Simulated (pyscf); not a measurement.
Elementary routes open to `[NH2][Si][NH2]` [singlet] + `[H][H]` in the gas phase (singlet surface):
A. `[NH2][SiH]` [singlet] + `[NH3]` (N–Si, H–H broken; H–Si, H–N formed)
B. `[NH2][SiH2][NH2]` (H–H broken; H–Si, H–Si formed)

Optimised with ωB97X-D3(BJ)/def2-SVP in PySCF.

Problem. Rank the routes by free-energy barrier at 600 K, lowest first, for ωB97M-D3(BJ)/def2-TZVP energies (ideal gas, 1 atm, RRHO with modes under 100 cm⁻¹ raised to 100, one conformer, R ln 2 for chiral ones without a mode under 150 cm⁻¹).

Solution. A (54.3 kcal/mol), B (58.8 kcal/mol)

Route A is the fastest of these, ahead of the next by 4.4 kcal/mol. The most stable products are those of B (ΔG = -12.6 kcal/mol), whose barrier is 4.4 kcal/mol higher: the kinetic and the thermodynamic product differ. At 1200 K A is still the fastest. A: On the product side the descent ends in an adduct with a N–Si contact (not fully relaxed), 15.0 kcal/mol under the separated species and 32.8 kcal/mol under the saddle at ωB97X-D3(BJ)/def2-TZVP. Only these routes are compared; each barrier is that of the saddle found, and lower ones may exist.
